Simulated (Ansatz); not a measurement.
C$_{2}$H$_{4}$ClF, SMILES `CC(F)Cl`, relaxed with RKS PBE0-D4/def2-TZVP in Ansatz 0.2.0 from a PBE-D4/def2-SVP geometry. The force threshold is 0.005 eV/Å; the program also tests the step.

Charge 0, multiplicity 1.

Start:

```xyz
8

C    -0.467   -0.530    0.398
C     0.511    0.378   -0.310
F     1.134    1.200    0.591
Cl   -0.342    1.395   -1.545
H    -0.964   -1.207   -0.322
H     0.075   -1.137    1.151
H    -1.238    0.077    0.912
H     1.291   -0.176   -0.874
```

Question: How much energy does the relaxation release, and in how many steps? (An estimate is asked.)

Answer: Ansatz gave: 3.34 kJ/mol, in 5 steps.

Question: Which bonds change most? (Best estimate.)

Answer: The calculation gave: C2–Cl4 from 1.813 to 1.783 Å; C2–H8 from 1.111 to 1.091 Å; C1–H7 from 1.107 to 1.090 Å; C1–H5 from 1.106 to 1.090 Å.

Question: Give the relaxed structure. (An estimate is asked.)

Answer: Ansatz gave: 
```xyz
8

C    -0.466   -0.526    0.397
C     0.502    0.371   -0.314
F     1.123    1.191    0.579
Cl   -0.329    1.383   -1.524
H    -0.952   -1.195   -0.314
H     0.075   -1.122    1.135
H    -1.226    0.070    0.903
H     1.273   -0.172   -0.861
```
